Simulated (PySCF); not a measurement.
**Which determinant of NH lies lowest?**

Unrestricted PBE0; PySCF, no relativity, basis sets H def2-TZVP, N def2-TZVP. Outer shells of the fragments: H 1s1; N 2s2 2p3.

Followed along the bond (rough minima from three points):

```csv
2Ms+1,unpaired,⟨S²⟩ at the start,R at minimum (Å),Te (eV)
3,π ↑↑,2.01,1.04,0.00
1,π ↑↓,1.00,1.04,0.60
```

Solutions found at the starting distance of 0.975 Å, counted from the lowest of them; the search is not exhaustive and high or unbound solutions are not listed, so other states can lie among these:

| 2Ms+1 | unpaired | term | E (eV) | ⟨S²⟩ | ⟨Lz²⟩ | μ (D) |
| --- | --- | --- | --- | --- | --- | --- |
| 3 | π ↑↑ | ³Σ⁻ | 0.00 | 2.01 | 0.00 | -1.65 |
| 1 | π ↑↓ | mixed | 0.60 | 1.00 | 2.01 | -1.64 |
| 1 | none | mixed | 2.43 | 0.00 | 2.00 | -1.67 |
| 3 | σ ↑, π ↑ | ³Π | 3.64 | 2.00 | 1.01 | -1.26 |
| 1 | σ ↓, π ↑ | mixed | 4.42 | 1.01 | 1.01 | -1.41 |
| 5 | σ ↑↑, π ↑↑ | ⁵Σ⁻ | 9.57 | 6.00 | 0.00 | 4.21 |
| 3 | σ ↑, π ↑ | ³Π | 9.71 | 2.00 | 1.00 | 3.81 |
| 1 | σ ↓, π ↑ | mixed | 9.90 | 1.00 | 1.00 | 3.99 |

A term symbol is given only where ⟨S²⟩ and ⟨Lz²⟩ are close to those of a pure state; the other rows mix spins, or terms through real π, δ and φ orbitals. A positive dipole means H(−)N(+).

The measured ground state is X ³Σ- (Huber and Herzberg, Constants of Diatomic Molecules (1979)).

Counting both spins, an empty level lies below a filled one in some of these solutions, because spin and occupation are held.
